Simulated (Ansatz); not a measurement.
System: hcp Re. Method: PBE-D4 (PAW; Ansatz, an electronic-structure program).

The input as run:

Ansatz 0.2 input:
```yaml
crystal:
  lattice:
    - [1.3789028945, -2.388329872, 0.0]
    - [1.3789028945, 2.388329872, 0.0]
    - [0.0, 0.0, 4.4545263341]
  atoms:
    - { symbol: Re, position: [0.3333333333, 0.6666666667, 0.25] }
    - { symbol: Re, position: [0.6666666667, 0.3333333333, 0.75] }
basis:
  ecutwfc: 520
  ecutrho_ratio: 4
  xc_grid: 2
kpoints:
  mp_grid: { grid: [24, 24, 12] }
hamiltonian:
  xc: pbe
  dispersion: d4
  pseudopotentials: { kind: paw }
scf:
  occupations: { method: fermi_dirac, width: 0.05 }
  convergence: { dr2_threshold: 0.0000000002 }
output:
  forces: true
  stress: true
  eigenvalues: true
```

The run printed, among other lines:

```
Crystal: 2 atoms, lattice volume = 29.340 Å³
Basis set: ecut = 520 eV, 785 PW (Γ), exchange–correlation on 48×48×72 points (8 copies of the dense FFT grid, shifted against one another)
Bands: 19, of which v1, the nominal top of the filled ones, is band 15 counted from 1 (14 counted from 0)
Symmetry: 24 space group operations
Space group: P63/mmc (ITA 194), of the structure as read, at distance tolerance 3.1e-5 Å
k-points: 427 of 6912
Functional: x = pbe(κ = 0.804, μ = 0.2195149727645171), c = pbe(β = 0.06672455060314922)
SCF iter   1: F=—  HF=-21737.569333 eV  |F-HF|=—  |Δ(HF+E_count)|=         —  Δρ=8.10e-3  dr2=6.56e-3
SCF iter   2: F=—  HF=-21737.571584 eV  |F-HF|=—  |Δ(HF+E_count)|=   2.25e-3  Δρ=4.81e-3  dr2=2.47e-3
  ...
SCF iter   6: F=—  HF=-21737.572598 eV  |F-HF|=—  |Δ(HF+E_count)|=  6.69e-10  Δρ=2.23e-6  dr2=4.47e-10
SCF iter   7: F=-21737.572598 eV  HF=-21737.572598 eV  |F-HF|=3.64e-12  |Δ(HF+E_count)|=  8.37e-11  Δρ=1.82e-7  dr2=2.80e-12
SCF 1 converged in 7 iterations: F = -21737.572598 eV  dr2 = 2.80e-12
SCF converged after 7 iterations
Free energy (F): -21737.572598 eV
Internal energy: -21737.559716 eV  (E = F + TS)
E sigma→0 (E₀):  -21737.566157 eV
Fermi energy:    24.066332 eV
--- Forces (eV/Å), atoms counted from 1 ---
  atom   1  Re    -0.00000000     0.00000000     0.00000000
  atom   2  Re     0.00000000    -0.00000000     0.00000000
--- Stress (GPa, compression-positive) ---
        0.000855      -0.000000       0.000000
        0.000000       0.000855       0.000000
        0.000000       0.000000      -0.002830
  P = ⅓ Tr σ = -0.0004 GPa (-0.004 kbar)
```

The result took roughly 11 core-seconds.
